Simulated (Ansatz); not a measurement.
Basis-set series for C₄H₇Cl, SMILES `C[C@H]1C[C@@H]1Cl`. Total charge 0; spin multiplicity 1. All single points use the PBE0-D4/def2-TZVP geometry.

| functional | basis | functions | energy (Eh) | HOMO (eV) | LUMO (eV) |
| --- | --- | --- | --- | --- | --- |
| PBE0-D4 | def2-SVP | 109 | -616.21948 | -7.49 | 1.40 |
| PBE0-D4 | def2-TZVPP | 264 | -616.54718 | -7.61 | 0.91 |
| ωB97M-V | def2-SVP | 109 | -616.43942 | -9.72 | 3.42 |
| ωB97M-V | def2-TZVPP | 264 | -616.77524 | -9.86 | 2.70 |

Give the rows for def2-QZVPP. (An estimate is asked.)

Ansatz gave: 
```csv
functional,basis,functions,energy (Eh),HOMO (eV),LUMO (eV)
PBE0-D4,def2-QZVPP,508,-616.56956,-7.64,0.63
ωB97M-V,def2-QZVPP,508,-616.79675,-9.90,1.90
```

Positive LUMOs are unbound and depend on the basis.
